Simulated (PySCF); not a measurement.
# PH3S (SMILES [PH3]=S) at SVWN5/STO-6G

Aim: the energy change on altering one bond length of PH3S at SVWN5/STO-6G, from 2 runs. Input form: a Python script.

Program for the calculation: PySCF 2.14.0.

11 further runs of the same task are left out: 1 that didn't finish, 10 set aside as unsound or not needed.

**1. Starting point**

The species is PH3S (5 atoms), meant as a singlet with charge 0. SMILES: `[PH3]=S`. The coordinates come from a GFN2-xTB relaxation.

Bond lengths: P1–S2 1.914 Å, P1–H3 1.394 Å, P1–H4 1.394 Å, P1–H5 1.394 Å. Angles: S2–P1–H3 118.2°, S2–P1–H4 118.2°, S2–P1–H5 118.2°, H3–P1–H4 99.6°, H3–P1–H5 99.4°, H4–P1–H5 99.4°.

**2. A single-point energy at SVWN5/STO-6G**

The input, job.py:

```python
from pyscf import gto, dft

molecule = gto.M(
    atom='''
P      0.014967    -0.012472     0.014475
S      2.384249    -1.778497     2.099977
H     -2.205008     0.872921     1.123518
H     -1.006222    -1.278551    -2.058271
H      0.812034     2.196580    -1.179699
''',
    basis='sto-6g',
    spin=0,
    unit='bohr',
    charge=0,
    max_memory=1860,
    verbose=3,
)

mf = dft.RKS(molecule, xc='svwn')
mf.grids.level = 5
mf.conv_tol = 1e-10
mf.kernel()
if not mf.converged:
    mf = mf.newton().run(mf.mo_coeff, mf.mo_occ)

e_tot = mf.e_tot
print('E(%s) = %.9f' % ('SVWN5', e_tot))
```

Started as:

```sh
OMP_NUM_THREADS=1 python job.py
```

The log of the run:

```text
converged SCF energy = -735.882013097649
E(SVWN5) = -735.882013098
```

Run time: 2.1 s. Hardware: 1 thread of Arm Neoverse V2, shared host; peak memory 0.14 GiB.

**3. The distorted shape**

The input, geometry.xyz:

```xyz
5
H3PS
P     -0.498225    -1.409367     0.765971
S      0.755545    -2.343907     1.869571
H     -1.672985    -0.940837     1.352851
H     -1.038615    -2.079347    -0.330879
H      0.429710     1.162380    -0.624270
```

The input, run.py:

```python
from pyscf import gto, dft

mol = gto.M(
    atom='geometry.xyz',
    spin=0,
    basis='sto-6g',
    charge=0,
    max_memory=1860,
    verbose=3,
)

myscf = dft.RKS(mol)
myscf.xc = 'svwn'
myscf.conv_tol = 1e-10
myscf.grids.level = 5
myscf.kernel()
if not myscf.converged:
    myscf = myscf.newton().run(myscf.mo_coeff, myscf.mo_occ)

e_tot = myscf.e_tot
print('E(%s) = %.9f' % ('SVWN5', e_tot))
```

Started as:

```sh
OMP_NUM_THREADS=1 python run.py
```

The log of the run:

```text
converged SCF energy = -735.727652662285
E(SVWN5) = -735.727652662
```

Wall time 6 s (1 thread of Arm Neoverse V2, shared host); peak memory 0.14 GiB.

**4. Summary of results**

Level: SVWN5/STO-6G.

| quantity | value |
| --- | --- |
| first shape: total energy | -735.88201 Eh |
| first shape: dipole moment | 3.49 D |
| first shape: HOMO energy | -0.58 eV |
| first shape: LUMO energy | 5.34 eV |
| first shape: HOMO–LUMO gap | 5.92 eV |
| distorted shape: total energy | -735.72765 Eh |
| distorted shape: dipole moment | 2.24 D |
| distorted shape: HOMO energy | -1.61 eV |
| distorted shape: LUMO energy | -0.85 eV |
| distorted shape: HOMO–LUMO gap | 0.76 eV |
| energy change with the P1–H5 bond stretched from 1.394 to 3.067 Å | 4.200 eV |

What this shows: One bond (distorted shape) is far stretched, which a spin-restricted single reference describes badly; a broken-symmetry solution may lie lower. With the P1–H5 bond stretched from 1.394 to 3.067 Å the energy rises by 4.20 eV (97 kcal/mol). The first shape isn't relaxed at this level, so the change isn't measured from a minimum. A restricted reference can't describe the breaking bond well at this length. The minimal basis adds a large error of its own.
